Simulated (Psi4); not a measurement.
# BCl (SMILES [B]Cl): a chain of runs, part 1 of 2

Wanted: a structure relaxation (singlet BCl, r2SCAN-D4/cc-pVTZ), then the energy (doublet BCl+, U-r2SCAN-D4/cc-pVTZ), then a structure relaxation (doublet BCl+, U-r2SCAN-D4/cc-pVTZ), then the energy (singlet BCl, r2SCAN-D4/cc-pVTZ) of BCl. 

Program for the calculation: Psi4 1.11.

## 1. The structure to begin with

BCl: 2 atoms, total charge 0, spin state singlet. As SMILES, `[B]Cl`. The coordinates come from a GFN2-xTB relaxation. The run starts from this shape.

Bond lengths: B1–Cl2 1.579 Å.

## 2. A geometry optimisation at r2SCAN-D4/cc-pVTZ (density fitting) (run 1)

bcl.xyz

```xyz
2
BCl
B      0.000000     0.000000     0.000000
Cl     0.000000     0.000000     1.578530
```

job.py

```python
import psi4

psi4.set_memory('1600 MB')
psi4.set_num_threads(1)
psi4.set_output_file('run.log', False)

with open('bcl.xyz') as f:
    atoms = ''.join(f.readlines()[2:])
geom = psi4.geometry('0 1\n' + atoms + 'symmetry c1')

options = {'basis': 'cc-pVTZ'}
psi4.set_options(options)

result, w = psi4.optimize('r2scan-d4', return_wfn=True)
print(f'r2scan-d4 energy: {result:.10f} Eh')
geom.save_xyz_file('final.xyz', False)
```

Started as:

```console
$ python job.py
```

run.log:

```text
-----------------------------------------

    			 OPTKING 3.0: for geometry optimizations

    			        with contributions from

    			-----------------------------------------

		 -- Optimization Parameters --
	GEOM_MAXITER                   =              50
	ALG_GEOM_MAXITER               =              50
	PRINT                          =               1
	OPT_TYPE                       =             MIN
	STEP_TYPE                      =             RFO
	PROGRAM                        =            PSI4
	STEEPEST_DESCENT_TYPE          =         OVERLAP
	CONJUGATE_GRADIENT_TYPE        =        FLETCHER
	OPT_COORDINATES                =        INTERNAL
	RFO_FOLLOW_ROOT                =           False
	RFO_ROOT                       =               0
	ACCEPT_SYMMETRY_BREAKING       =           False
	DYNAMIC_LVL                    =               0
	DYNAMIC_LVL_MAX                =               0
	IRC_STEP_SIZE                  =             0.2
	IRC_DIRECTION                  =         FORWARD
	IRC_POINTS                     =              20
	IRC_MODE                       =          NORMAL
	IRC_CONVERGENCE                =            -0.7
	INTRAFRAG_STEP_LIMIT           =             0.5
	INTRAFRAG_STEP_LIMIT_MIN       =           0.001
	INTRAFRAG_STEP_LIMIT_MAX       =             1.0
	INTERFRAG_STEP_LIMIT           =             0.5
	INTERFRAG_STEP_LIMIT_MIN       =           0.001
	INTERFRAG_STEP_LIMIT_MAX       =             1.0
	ENSURE_BT_CONVERGENCE          =           False
	SIMPLE_STEP_SCALING            =           False
	CONSECUTIVE_BACKSTEPS          =               0
	RFO_NORMALIZATION_MAX          =             100
	RSRFO_ALPHA_MAX                =     100000000.0
	PRINT_TRAJECTORY_XYZ_FILE      =           False
	WRITE_TRAJECTORY               =           False
	FROZEN_DISTANCE                =
	FROZEN_BEND                    =
gradient() will perform analytic gradient computation.

   => Loading Basis Set <=

    Name: CC-PVTZ
    Role: ORBITAL
    Keyword: BASIS

   => R2SCAN-D4(BJ,EEQ)ATM: Empirical Dispersion <=

        a1 =       0.515592
        a2 =       5.773429
       alp =      16.000000
        s6 =       1.000000
        s8 =       0.601875
        s9 =       1.000000
        ga =       3.000000
        gc =       2.000000
        wf =       6.000000

         ---------------------------------------------------------
                                   SCF
                              RKS Reference
                        1 Threads,   1525 MiB Core
         ---------------------------------------------------------

  ==> Geometry <==

    Molecular point group: c1
    Full point group: C_inf_v

    Geometry (in Angstrom), charge = 0, multiplicity = 1:

       Center              X                  Y                   Z               Mass
    ------------   -----------------  -----------------  -----------------  -----------------
         B            0.000000000000     0.000000000000    -1.200556641997    11.009305360000
         CL           0.000000000000     0.000000000000     0.377973358003    34.968852682000

  Running in c1 symmetry.

  Rotational constants: A = ************  B =      0.80798  C =      0.80798 [cm^-1]
  Rotational constants: A = ************  B =  24222.65740  C =  24222.65740 [MHz]
  Nuclear repulsion =   28.494905327709958

  Charge       = 0
  Multiplicity = 1
  Electrons    = 22
  Nalpha       = 11
  Nbeta        = 11

  ==> Algorithm <==

  SCF Algorithm Type is DF.
  DIIS enabled.
  MOM disabled.
  Fractional occupation disabled.
  Guess Type is SAD.
  Energy threshold   = 1.00e-08
  Density threshold  = 1.00e-08
  Integral threshold = 1.00e-12

  ==> Primary Basis <==

  Basis Set: CC-PVTZ
    Blend: CC-PVTZ
    Number of shells: 22
    Number of basis functions: 64
    Number of Cartesian functions: 74
    Spherical Harmonics?: true
    Max angular momentum: 3

  ==> DFT Potential <==

   => LibXC <=

    Version 7.1.2

   => Composite Functional: R2SCAN-D4BJEEQATM <=

    r2SCAN Meta-GGA XC Functional  (0.1021/acs.jpclett.0c02405)

    Deriv               =              1
    GGA                 =           TRUE
    Meta                =           TRUE

    Exchange Hybrid     =          FALSE
    MP2 Hybrid          =          FALSE

   => Exchange Functionals <=

    1.0000   XC_MGGA_X_R2SCAN

   => Correlation Functionals <=

    1.0000   XC_MGGA_C_R2SCAN

   => LibXC Density Thresholds  <==

    XC_MGGA_C_R2SCAN:  1.00E-15
    XC_MGGA_X_R2SCAN:  1.00E-11

   => Molecular Quadrature <=

    Radial Scheme          =       TREUTLER
    Pruning Scheme         =           NONE
    Nuclear Scheme         =       TREUTL2026-12-08:18:06:48,51 INFO     [psi4.driver.driver:647] Return gradient(): -484.94505355326646
INFO     [psi4.driver.driver:648] [[-0.00000000 -0.00000000  0.09115097]
 [ 0.00000000 -0.00000000 -0.08959621]]
INFO     [psi4.optking.molsys:949] Projected (PHP) Hessian matrix
	   0.556042

INFO     [psi4.optking.opt_helper:183]
	         Geometry (au)                                       Gradient (au)
   0.0000000000   0.0000000000  -2.2687232515		  -0.0000000000  -0.0000000000   0.0911509652
   0.0000000000   0.0000000000   0.7142661293		   0.0000000000  -0.0000000000  -0.0895962099

INFO     [psi4.optking.stepAlgorithms:929] 	Using RFO solution 1.
INFO     [psi4.optking.displace:100] 	Determining Cartesian step for fragment 1.
INFO     [psi4.optking.displace:415] 	Successfully converged to displaced geometry.
INFO     [psi4.optking.displace:416] 	RMS(dx):  1.282e-16 	Max(dx):  2.220e-16 	RMS(dq):  4.441e-16
INFO     [psi4.optking.displace:172]

[... 28 lines left out ...]
	                                 ==> Convergence Check <==
[... 13 lines left out ...]
INFO     [psi4.optking.stepAlgorithms:296] 	Convergence check returned False
[... 40 lines left out ...]
	   Step    Total Energy     Delta E     Max Force     RMS Force      Max Disp      RMS Disp
[... 39 lines left out ...]
	Measures of convergence in internal coordinates in au.
[... 42 lines left out ...]
	                                 ==> Convergence Check <==
[... 23 lines left out ...]
	Current energy:      -484.9562217516
[... 29 lines left out ...]
	  Convergence Criteria     1.00e-06 *    3.00e-04 *             o    1.20e-03 *             o
[... 42 lines left out ...]
	   Step    Total Energy     Delta E     Max Force     RMS Force      Max Disp      RMS Disp
[... 39 lines left out ...]
	Measures of convergence in internal coordinates in au.
[... 27 lines left out ...]
	Measures of convergence in internal coordinates in au. (Any backward steps not shown.)
[... 19 lines left out ...]
   @DF-RKS iter   1:  -484.95527952359561   -1.19998e-02   4.99962e-04 ADIIS/DIIS
[... 3 lines left out ...]
   @DF-RKS iter   5:  -484.95603979855736   -1.38815e-06   9.80201e-07 DIIS
[... 3 lines left out ...]
  Energy and wave function converged.
[... 35 lines left out ...]
    One-Electron Energy =                -719.7128280565717660
[... 3 lines left out ...]
    VV10 Nonlocal Energy =                  0.0000000000000000
[... 17 lines left out ...]
 Dipole Z            :         -0.1587736            0.8631192            0.7043456
[... 111 lines left out ...]
	   Step    Total Energy     Delta E     Max Force     RMS Force      Max Disp      RMS Disp
[... 138 lines left out ...]
   @DF-RKS iter   0:  -484.95177584337677   -4.84952e+02   5.02926e-04
[... 3 lines left out ...]
   @DF-RKS iter   4:  -484.95620148027899   -1.46874e-06   6.89226e-06 DIIS
[... 3 lines left out ...]
  Energy and wave function converged.
[... 17 lines left out ...]
    One-Electron Energy =                -719.3226505640379855
[... 3 lines left out ...]
    VV10 Nonlocal Energy =                  0.0000000000000000
[... 17 lines left out ...]
 Dipole Z            :         -0.2022084            0.8700469            0.6678385
[... 80 lines left out ...]
	   Step    Total Energy     Delta E     Max Force     RMS Force      Max Disp      RMS Disp
[... 84 lines left out ...]
   @DF-RKS iter   0:  -484.95472530462939   -4.84955e+02   1.63236e-04
[... 3 lines left out ...]
   @DF-RKS iter   4:  -484.95622173587884   -1.60085e-07   2.28583e-06 DIIS
[... 3 lines left out ...]
  Energy and wave function converged.
[... 17 lines left out ...]
    One-Electron Energy =                -719.1950218442750611
[... 3 lines left out ...]
    VV10 Nonlocal Energy =                  0.0000000000000000
[... 17 lines left out ...]
 Dipole Z            :         -0.2166130            0.8723376            0.6557246
[... 80 lines left out ...]
	   Step    Total Energy     Delta E     Max Force     RMS Force      Max Disp      RMS Disp
[... 84 lines left out ...]
   @DF-RKS iter   0:  -484.95572114940853   -4.84956e+02   5.42435e-05
[... 3 lines left out ...]
   @DF-RKS iter   4:  -484.95622490380862   -1.78642e-08   7.65125e-07 DIIS
[... 9 lines left out ...]
    Final Occupation by Irrep:
[... 11 lines left out ...]
    Two-Electron Energy =                 240.2566588839045778
[... 3 lines left out ...]
    Total Energy =                       -484.9562249055664438
[... 56 lines left out ...]
    Weights Tolerance      =       1.00E-15
[... 42 lines left out ...]
	  Convergence Criteria     1.00e-06 *    3.00e-04 *             o    1.20e-03 *             o
[... 45 lines left out ...]
   => Auxiliary Basis Set <=

  Basis Set: (CC-PVTZ AUX)
    Blend: CC-PVTZ-JKFIT
    Number of shells: 62
    Number of basis functions: 200
    Number of Cartesian functions: 241
    Spherical Harmonics?: true
    Max angular momentum: 4

  Cached 100.0% of DFT collocation blocks in 0.188 [GiB].

  Minimum eigenvalue in the overlap matrix is 3.4239867032E-03.
  Reciprocal condition number of the overlap matrix is 8.9235712503E-04.
    Using symmetric orthogonalization.

  ==> Iterations <==

                           Total Energy        Delta E     RMS |[F,P]|

   @DF-RKS iter   0:  -484.95601144962228   -4.84956e+02   2.29718e-05
   @DF-RKS iter   1:  -484.95622554703903   -2.14097e-04   7.26982e-06 DIIS
   @DF-RKS iter   2:  -484.95622518969918    3.57340e-07   1.40821e-05 DIIS
   @DF-RKS iter   3:  -484.95622570504344   -5.15344e-07   1.21128e-06 DIIS
   @DF-RKS iter   4:  -484.95622570826089   -3.21745e-09   3.24879e-07 DIIS
   @DF-RKS iter   5:  -484.95622570857677   -3.15879e-10   1.48744e-08 DIIS
   @DF-RKS iter   6:  -484.95622570857728   -5.11591e-13   3.35778e-09 DIIS
  Energy and wave function converged.

  ==> Post-Iterations <==

   Electrons on quadrature grid:
      Ntotal   =   22.0000014678 ; deviation = 1.468e-06

    Orbital Energies [Eh]
    ---------------------

    Doubly Occupied:

       1A   -101.269819     2A     -9.424391     3A     -7.164778
       4A     -7.162449     5A     -7.162449     6A     -6.739380
       7A     -0.850559     8A     -0.484068     9A     -0.367921
      10A     -0.367921    11A     -0.239422

    Virtual:

      12A     -0.098086    13A     -0.098086    14A      0.076401
      15A      0.129508    16A      0.201281    17A      0.201281
      18A      0.230190    19A      0.311234    20A      0.311238
[... 14 lines of this table left out ...]
      63A      4.578195    64A      5.547081

    Final Occupation by Irrep:
              A
    DOCC [    11 ]
    NA   [    11 ]
    NB   [    11 ]

  @DF-RKS Final Energy:  -484.95622570857728

   => Energetics <=

    Nuclear Repulsion Energy =             26.0637321480658422
    One-Electron Energy =                -719.1344828508192677
    Two-Electron Energy =                 240.2481250477449350
    DFT Exchange-Correlation Energy =     -32.1334071302732553
    Empirical Dispersion Energy =          -0.0001929232954408
    VV10 Nonlocal Energy =                  0.0000000000000000
    Total Energy =                       -484.9562257085772785

Computation Completed

Properties will be evaluated at   0.000000,   0.000000,   0.000000 [a0]

Properties computed using the SCF density matrix

 Multipole Moments:

 ------------------------------------------------------------------------------------
     Multipole            Electronic (a.u.)      Nuclear  (a.u.)        Total (a.u.)
 ------------------------------------------------------------------------------------

 L = 1.  Multiply by 2.5417464519 to convert [e a0] to [Debye]
 Dipole X            :          0.0000000            0.0000000            0.0000000
 Dipole Y            :         -0.0000000            0.0000000           -0.0000000
 Dipole Z            :         -0.2234798            0.8734285            0.6499487
 Magnitude           :                                                    0.6499487

 ------------------------------------------------------------------------------------

	total time  =          3 seconds =       0.05 minutes

         ------------------------------------------------------------
                                   SCF GRAD
         ------------------------------------------------------------

  ==> Geometry <==

    Molecular point group: c1
    Full point group: C_inf_v

    Geometry (in Angstrom), charge = 0, multiplicity = 1:

       Center              X                  Y                   Z               Mass
    ------------   -----------------  -----------------  -----------------  -----------------
         B            0.000000000000     0.000000000000    -1.312542181600    11.009305360000
         CL           0.000000000000     0.000000000000     0.413229962290    34.968852682000

  Nuclear repulsion =   26.063732148065842

   => Molecular Quadrature <=

    Radial Scheme          =       TREUTLER
    Pruning Scheme         =           NONE
    Nuclear Scheme         =       TREUTLER

    Blocking Scheme        =         OCTREE
    BS radius alpha        =              1
    Pruning alpha          =              1
    Radial Points          =             75
    Spherical Points       =            302
    Total Points           =          42714
    Total Blocks           =            395
    Max Points             =            256
    Max Functions          =             64
    Weights Tolerance      =       1.00E-15

  -Total Gradient:
     Atom            X                  Y                   Z
    ------   -----------------  -----------------  -----------------
       1        0.000000000000     0.000000000000     0.000082276432
       2        0.000000000000     0.000000000000    -0.000017200747

	total time  =          1 seconds =       0.02 minutes

    			-----------------------------------------

    			 OPTKING 3.0: for geometry optimizations

    			        with contributions from

    			-----------------------------------------

	                            ===> Fragment 1 <==

	 Z (Atomic Numbers)          Masses                          Geom
	       5.000000            11.009305          0.00000000  0.00000000 -2.48034525
	      17.000000            34.968853          0.00000000  0.00000000  0.78089146

	 - Coordinate -           - BOHR/RAD -       - ANG/DEG -
	 R(1,2)           =         3.261237           1.725772

	        --- Internal Coordinate Step in ANG or DEG, aJ/ANG or AJ/DEG ---
	-------------------------------------------------------------------------------
	           Coordinate      Previous         Force          Change          New
	           ----------      --------        ------          ------        ------
	               R(1,2)       1.72577        0.00041        0.00012       1.72589
	-------------------------------------------------------------------------------

	                                 ==> Convergence Check <==

	Measures of convergence in internal coordinates in au.

	Criteria marked as inactive (o), active & met (*), and active & unmet ( ).

	----------------------------------------------------------------------------------------------
	   Step    Total Energy     Delta E     Max Force     RMS Force      Max Disp      RMS Disp
	----------------------------------------------------------------------------------------------
	  Convergence Criteria     1.00e-06 *    3.00e-04 *             o    1.20e-03 *             o
	----------------------------------------------------------------------------------------------
	     7    -484.95622571   -8.03e-07 *    4.97e-05 *    4.97e-05 o    2.19e-04 *    2.19e-04 o  ~
	----------------------------------------------------------------------------------------------

Next Geometry in Ang
	Fragment 1 (Ang)

	    B   0.0000000000   0.0000000000  -1.3126000342
	   Cl   0.0000000000   0.0000000000   0.4132878148

    Final optimized geometry and variables:
    Molecular point group: c1
    Full point group: C_inf_v

    Geometry (in Angstrom), charge = 0, multiplicity = 1:

    B            0.000000000000     0.000000000000    -1.312542181600
    CL           0.000000000000     0.000000000000     0.413229962290

[set-up sections that repeat, and orbital energies of the middle runs, are left out above]
```

Standard output:

```text
Optimizer: Optimization complete!
r2scan-d4 energy: -484.9562257086 Eh
```

Run time: 36 s. Hardware: 1 thread of AMD EPYC 7R43 (Zen 3), shared host; peak memory 0.54 GiB.

Step by step:

```csv
step,energy from the first frame kept (eV),largest force (eV/Å)
0,0.0000,4.6872
1,-0.2549,1.6030
2,-0.2990,0.4612
3,-0.3034,0.1488
4,-0.3039,0.0503
5,-0.3040,0.0179
6,-0.3040,0.0042
```

After the run. Bond lengths: B1–Cl2 1.726 Å.

## 3. The doublet cation: a single-point energy at U-r2SCAN-D4/cc-pVTZ (density fitting) (run 2)

job.in

```
memory 1600 mb

molecule {
  1 2
  B      0.000000     0.000000    -0.111986
  Cl     0.000000     0.000000     1.613787
}

set reference uks

energy('r2scan-d4/cc-pVTZ')
print_variables()
```

Started as:

```console
$ psi4 job.in job.out -n 1
```

job.out (excerpt; [...] marks lines left out):

```text
[...]
  Running in c2v symmetry.
[...]
  Nuclear repulsion =   26.063719218547288
[...]
  Multiplicity = 2
[...]
  Nalpha       = 11
  Nbeta        = 10
[...]
    Number of basis functions: 64
[...]
   @DF-UKS iter   1:  -484.57867499078907    1.25487e-01   4.77363e-03 DIIS/ADIIS
[...]
   @DF-UKS iter   9:  -484.59630205988901   -4.26314e-09   1.35779e-07 DIIS
[...]
   @S^2 Observed:                7.634801365E-01
[...]
    Orbital Energies [Eh]
    ---------------------
    Alpha Occupied:
       1A1  -101.571770     2A1    -9.719680     3A1    -7.463942
       1B1    -7.456730     1B2    -7.456730     4A1    -7.135920
       5A1    -1.129172     6A1    -0.773909     2B1    -0.633978
       2B2    -0.633978     7A1    -0.616051
    Alpha Virtual:
       3B1    -0.419691     3B2    -0.419691     8A1    -0.206606
       9A1    -0.090999     4B2    -0.006773     4B1    -0.006773
      10A1    -0.004079     1A2     0.054999    11A1     0.054999
       5B2     0.066945     5B1     0.066945    12A1     0.091786
       6B1     0.183506     6B2     0.183506     2A2     0.245582
[...]
  @DF-UKS Final Energy:  -484.59630205988901
   => Energetics <=
    Nuclear Repulsion Energy =             26.0637192185472877
    One-Electron Energy =                -712.5418738579426190
    Two-Electron Energy =                 233.7340682243133756
    DFT Exchange-Correlation Energy =     -31.8520710143645616
    Empirical Dispersion Energy =          -0.0001446304424356
    VV10 Nonlocal Energy =                  0.0000000000000000
    Total Energy =                       -484.5963020598890125
[...]
 Multipole Moments:
 ------------------------------------------------------------------------------------
     Multipole            Electronic (a.u.)      Nuclear  (a.u.)        Total (a.u.)
 ------------------------------------------------------------------------------------
 L = 1.  Multiply by 2.5417464519 to convert [e a0] to [Debye]
 Dipole X            :          0.0000000            0.0000000            0.0000000
 Dipole Y            :          0.0000000            0.0000000            0.0000000
 Dipole Z            :         -2.2152556            0.8734289           -1.3418267
 Magnitude           :                                                    1.3418267
[...]
```

It took 11 s on 1 thread of AMD EPYC 7R43 (Zen 3), shared host; peak memory 0.49 GiB.

(Continued in part 2 of 2.)
